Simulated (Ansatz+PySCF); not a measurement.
A calculation with Ansatz (development build ahead of 0.2.0).

```yaml
crystal:
  periodic: [false, false, false]
  atoms:
    - { symbol: Al, position_ang: [0.0, 0.0, 0.0] }
    - { symbol: H, position_ang: [2.53491, 0.0, 0.0] }
    - { symbol: H, position_ang: [-1.93938, 0.0, 0.0] }
basis:
  gaussian: { orbitals: "6-31G" }
total_charge: 1
hamiltonian:
  xc: hf
correlation:
  method: fci
  frozen_orbitals: { Al: 5, H: 0 }
```

The input is written out in the form of the current development build from the run's settings.

Output:

- Converged: yes
- Total energy: -242.71570 hartree
- State: lowest singlet root, of any spatial symmetry
